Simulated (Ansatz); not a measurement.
Energy needed to pull apart SiClO (SMILES O=[Si]Cl), doublet, into free ground-state atoms, from the structure below (displaced at random from a GFN2-xTB minimum); no zero-point or spin–orbit terms; open-shell atoms are treated unrestricted, in their ground-state multiplicity.

O1  (0.381, 1.363, 0.494)
Si2  (0.469, -0.081, 0.368)
Cl3  (-0.862, -1.214, -0.663)
(Å)

Program: Ansatz 0.2.0. Basis: def2-TZVPP. Cores are frozen in the correlated methods; orbitals are unrestricted.

| method | atomization energy (kJ/mol) |
| --- | --- |
| PBE-D4 | 1018 |
| BLYP-D4 | ? |
| r2SCAN-D4 | 993 |
| PBE0-D4 | 961 |
| LC-wPBE | 955 |
| wB97M-V | 972 |
| HF | 584 |
| MP2 | ? |
| CCSD | 879 |
| CCSD(T) | 916 |

What does BLYP-D4 give? (To be estimated.)

The calculation gives: 986 kJ/mol, which is about 70 kJ/mol more than CCSD(T)/def2-TZVPP.

What does MP2 give? (An estimate is asked for; the value comes from the calculation.)

The calculation gives: 990 kJ/mol, which is about 74 kJ/mol more than CCSD(T)/def2-TZVPP.

In triple zeta the MP2 and coupled-cluster atomization energies are still short of their basis limit by a few kcal/mol a bond, whereas those of the functionals are nearly converged, so these differences are not deviations from converged CCSD(T).

T1 diagnostic: at most 0.023. ⟨S²⟩ of the unrestricted Hartree–Fock references: 0.76 (a pure state has 0.75).

For scale, one of the runs: CCSD(T)/def2-TZVPP forces, 115 basis functions (an equivalent command: `ansatz run in.yaml --threads 4`). Hardware: 4 CPU threads, shared host. Wall time 37 s; peak host memory 1.5 GiB.
